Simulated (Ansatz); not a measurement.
in.yaml

```yaml
crystal:
  periodic: [false, false, false]
  atoms:
    - {symbol: B, position_ang: [0.000000, 0.000000, 0.000000]}
    - {symbol: F, position_ang: [0.000000, 0.000000, 2.801000]}
basis:
  gaussian: {orbitals: x2c-TZVPPall}
magnetization: {spin_polarized: false, initial_magnetization: 6}
correlation: {method: bccd, electrons: outside_noble_gas}
scf: {lower_state_search: off}
output: {forces: true}
```

```sh
$ ansatz run in.yaml --threads 1 --pin off --events-out ev --progress --plain --max-ram 2393MiB
```

Question: What does the program do with this input?

Answer: Converged. The settings were drawn as a stress test.
```
these checks for a lower state are left out or cut short: starts, cluster_reference, orbital_swaps, neighbouring_geometries, increment
397 factors; integrals over basis functions are off by at most 1.2e-3 eV
mean field evaluation 1: about -3354.8508 eV, gradient 4.7e1 eV
mean field evaluation 2: about -3354.8604 eV, gradient 4.7e1 eV
mean field evaluation 4: about -3362.4115 eV, gradient 2.0e0 eV
mean field evaluation 8: about -3362.4157 eV, gradient 1.2e-1 eV
mean field evaluation 16: about -3362.4245 eV, gradient 1.1e0 eV
mean field evaluation 32: about -3362.5320 eV, gradient 9.3e-6 eV
mean field -3362.53195535 eV, -123.5707701532 hartree, gradient 2.8e-6 eV, S^2 12.000000; 1 other end points of the search recorded, 0 dependent functions left out
2 core orbitals not correlated: weight in the atoms' cores, before any rotation towards them, 1.000 or more for the frozen orbitals, at most 0.000 for the correlated occupied ones
reference -3362.53195535 eV, -123.5707701532 hartree; 8, 2 occupied and 52, 58 virtual orbitals, 397 factors
second order -4.60697372 eV of doubles, -0.13134145 eV of singles
cycle   1  -5.25247730 eV  change   -5.1e-1 eV  update   3.9e-2
cycle   2  -5.38363778 eV  change   -1.3e-1 eV  update   1.3e-2
cycle   3  -5.38142802 eV  change    2.2e-3 eV  update   3.0e-3
cycle   4  -5.38193051 eV  change   -5.0e-4 eV  update   9.1e-4
cycle   5  -5.38236655 eV  change   -4.4e-4 eV  update   4.0e-4
cycle   6  -5.38227818 eV  change    8.8e-5 eV  update   1.5e-4
cycle   7  -5.38230805 eV  change   -3.0e-5 eV  update   5.8e-5
cycle   8  -5.38229939 eV  change    8.7e-6 eV  update   2.9e-5
cycle   9  -5.38229078 eV  change    8.6e-6 eV  update   1.2e-5
cycle  10  -5.38229267 eV  change   -1.9e-6 eV  update   5.2e-6
cycle  11  -5.38229522 eV  change   -2.5e-6 eV  update   2.3e-6
cycle  12  -5.38229583 eV  change   -6.1e-7 eV  update   1.0e-6
cycle  13  -5.38229559 eV  change    2.4e-7 eV  update   5.1e-7
cycle  14  -5.38229541 eV  change    1.8e-7 eV  update   2.3e-7
cycle  15  -5.38229543 eV  change   -2.4e-8 eV  update   7.1e-8
cycle  16  -5.38229544 eV  change   -1.3e-8 eV  update   2.6e-8
the calculation of the forces begins
Total energy: -3367.91425079 eV, -123.7685658624 hartree
Relativity: scalar
Atom 0 at     0.000000     0.000000     0.000000 Å, force    -0.000000    -0.000000     0.642960 eV/Å
Atom 1 at     0.000000     0.000000     2.801000 Å, force    -0.000000    -0.000000    -0.642960 eV/Å
Dipole moment:     0.000000     0.000000     2.425269 e Å
Checks for a lower state left out: starts, cluster_reference, orbital_swaps, neighbouring_geometries, increment
```
